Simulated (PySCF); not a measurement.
Electron affinity of C by level of theory

C- [He] 2s2 2p3 (4S) → C [He] 2s2 2p2 (3P), as a difference of total energies. All numbers are calculated (PySCF 2.14, the spin-free X2C one-electron Hamiltonian (Gaussian nucleus), in aug-cc-pCVTZ-DK with one added diffuse shell each of s, p, d, f type (8s7p5d3f, 75 functions)). Correlated levels: valence and next inner shell: nothing frozen. The calculations carry no spin-orbit coupling.

```tsv
method	electron affinity (eV)	error (eV)
UHF	0.451	-0.811
MP2 (valence and next inner shell)	1.269	+0.007
SCS-MP2 (valence and next inner shell)	0.975	-0.287
CCSD (valence and next inner shell)	1.154	-0.108
CCSD(T) (valence and next inner shell)	1.227	-0.035
```

Reference: 1.262 eV (measured; photodetachment measurements, as compiled on the Wikipedia data page of electron affinities).

Errors of the correlated levels include the incompleteness of this basis.
